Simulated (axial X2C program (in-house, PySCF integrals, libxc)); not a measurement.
**ClH⁺: EOM-IP-CCSD levels**

Wanted for ClH⁺: EOM-IP-CCSD levels, at the two-component level.

Program: an in-house X2C program for linear molecules on PySCF integrals. Level of theory: two-component X2C with atomic mean-field terms, Cl dyall-av3z, H dyall-v3z. These are calculated values, not measurements.

### 1 Set-up

task.json reads:

```json
{"zs": [17, 1], "q": 1, "bas": ["dyall-av3z", "dyall-v3z"], "r0": 1.31, "eom": "ip", "rq": 0, "thr": -2.0, "nmax": 95, "grid": [1, 0.96, 1.045, 0.92, 1.09, 1.15]}
```

Keys: zs atomic numbers; q charge; bas basis sets; r0 starting distance in Å; eom kind of EOM run; thr threshold in hartree for freezing inner shells (an s shell follows its p shell); nmax most natural virtual spinors; grid distances as factors.

Launch:

```console
$ python soeom.py task.json out
```

Further steps of the session: EOM-IP-CCSD at 1.282 Å.

Q: Predict the outcome of this session. Wanted: next root led by one particle; T1 of the reference; lowest state, Re and ωe.

**Answer**, as computed:

| quantity | value |
| --- | --- |
| lowest root at 1.282 Å | Ω = 3/2, 12.657 eV |
| next root led by one particle | Ω = 1/2, about 630 cm⁻¹ higher |
| T1 of the reference | 0.006 |
| lowest state, Re and ωe | 1.319 Å, 2680 cm⁻¹ |

In words: Removing an electron from the reference determinant of ClH costs 12.66 eV and empties a spinor of 94% Cl pπ. Errors of 0.1 to 0.3 eV are usual at this size, and roots led by higher excitations are left out, so the list is incomplete, and low states of that kind can be missing. The bond is 0.042 Å longer than in the closed-shell reference at CCSD (1.277 Å).
